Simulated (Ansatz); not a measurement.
**BH (triplet): from Hartree-Fock to the top rungs, cc-pVQZ**

How much of the correlation energy of BH (triplet) does each wave-function method recover here?

Program: Ansatz 0.2.0, Gaussian basis. Level of theory: cc-pVQZ, correlated electrons: outside noble gas. These are calculated values, not measurements.

To be run: UHF; CCSD(T) on ROHF; CCSD(T) on UHF; BCCD(T) on ROHF; CCSDT(Q) on ROHF; CCSDT(Q) on UHF; CASSCF and MRCISD+Q, 4 electrons in 5 orbitals; CASSCF and NEVPT2, 4 electrons in 5 orbitals; Full CI.

## Step 1: The system

The geometry is a PBE0/def2-TZVP stationary point (not a proven minimum).

2 atoms, charge 0, spin multiplicity 3.

Atoms are counted from 1 here; the program's logs count them from 0.

Bond lengths: B1–H2 1.194 Å.

Coordinates:

```xyz
2

B     0.0000    0.0000    0.0000
H     0.0000    0.0000    1.1940
```

In the tables R marks a restricted open-shell determinant and U an unrestricted one; 'valence' is the active space of 4 electrons in 5 orbitals; correlation energies count from the lowest restricted Hartree-Fock solution.

## Step 2: UHF

in.yaml reads:

```yaml
crystal:
  periodic: [false, false, false]
  atoms:
    - {symbol: B, position_ang: [0.000000, 0.000000, 0.000000]}
    - {symbol: H, position_ang: [0.000000, 0.000000, 1.194000]}
basis:
  gaussian: {orbitals: cc-pVQZ}
magnetization: {spin_polarized: true, initial_magnetization: 2}
hamiltonian: {xc: hf}
output: {orbitals: {seedname: orbitals}}
```

The run is started by

```
ansatz run in.yaml --threads 1 --pin off --events-out ev --progress --plain --max-ram 2393MiB
```

The runs that follow: CCSD(T) on ROHF; CCSD(T) on UHF; BCCD(T) on ROHF; CCSDT(Q) on ROHF; CCSDT(Q) on UHF; CASSCF and MRCISD+Q, 4 electrons in 5 orbitals; CASSCF and NEVPT2, 4 electrons in 5 orbitals; Full CI.

**Question.** What will the summary of the whole plan be? Wanted: correlation energy, FCI; RMP2 from FCI; UMP2 from FCI; RCCSD from FCI; RCCSD(T) from FCI; UCCSD(T) from FCI; RCCSDT(Q) from FCI; UCCSDT(Q) from FCI; NEVPT2 valence from FCI.

As calculated:

```
                                      quantity                                                                                value
                       correlation energy, FCI                                                                           -1.9088 eV
                                 RMP2 from FCI                                                                       +9.55 kcal/mol
                                 UMP2 from FCI                                                                       +9.48 kcal/mol
                                RCCSD from FCI                                                                       +1.25 kcal/mol
                             RCCSD(T) from FCI                                                                       +0.27 kcal/mol
                             UCCSD(T) from FCI                                                                       +0.25 kcal/mol
                            RCCSDT(Q) from FCI                                                                        0.00 kcal/mol
                            UCCSDT(Q) from FCI                                                                       -0.02 kcal/mol
                       NEVPT2 valence from FCI                                                                       +8.56 kcal/mol
                     MRCISD+Q valence from FCI                                                                       +0.80 kcal/mol
levels of the table within 1 kcal/mol (43 meV)  RCCSD(T), UCCSD(T), BCCD(T), RCCSDT, UCCSDT, RCCSDT(Q), UCCSDT(Q), MRCISD+Q valence
                                 T1 diagnostic                                                                                0.023
                effectively unpaired electrons                                                                                 2.01
```

What this shows: RCCSD(T) misses by +0.27 kcal/mol, 0.6 % of the correlation energy. One determinant dominates. Of the multireference levels listed MRCISD+Q valence comes nearest in total energy (+0.80 kcal/mol), which doesn't show that its space is the better one. These misses are within one basis, not against nature; the frozen cores of restricted and unrestricted runs differ, which can shift their rows.
